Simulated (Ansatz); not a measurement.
The same path of CH4B + FH (8 atoms, charge 0, multiplicity 2) was run twice with different band settings.

The calculation used UKS BHLYP/6-31G* (Ansatz 0.2.0).

Relaxed end points:

```xyz
8
Properties=species:S:1:pos:R:3
B 0.003 0.164 -0.181
H 0.101 0.380 1.812
H 1.041 -0.314 -0.495
C -1.382 0.063 -0.844
H -1.760 -0.938 -0.612
H -2.121 0.777 -0.492
H -1.318 0.119 -1.932
F -0.038 -0.252 2.494
```

```xyz
8
Properties=species:S:1:pos:R:3
B 0.180 0.204 -0.318
H 0.014 -0.131 1.748
H 1.133 0.464 -0.971
C -1.293 -0.015 -0.707
H -1.893 -0.466 0.077
H -1.705 0.982 -0.901
H -1.407 -0.579 -1.633
F -0.504 -0.459 2.456
```

Common settings: spring 5.0 eV/Å²; optimiser quadratic models (default); start path through a guess of the saddle point; force threshold 0.05 eV/Å; iteration limit 60; end points relaxed.

| run | movable images | climbing image |
| --- | --- | --- |
| 1 | 9 | yes |
| 2 | 1 | no |

(1) What does each run give, and how far can it be trusted?

Results:

(1) Run 1: converged after 22 iterations, highest image 0.010 eV above the first end. A vibrational analysis at the climbing image gives 2 clearly imaginary modes (166i, 49i cm⁻¹): a point of higher order, so a lower path passes nearby.
Run 2: converged after 10 iterations, highest image 0.001 eV above the first end. The top lies less than 8 meV above the higher end, about what the thresholds resolve: that end is a shoulder or a very shallow well. No image climbed, so the highest image needn't sit at the top of the path. So few images can step over the top or miss a turn of the path.
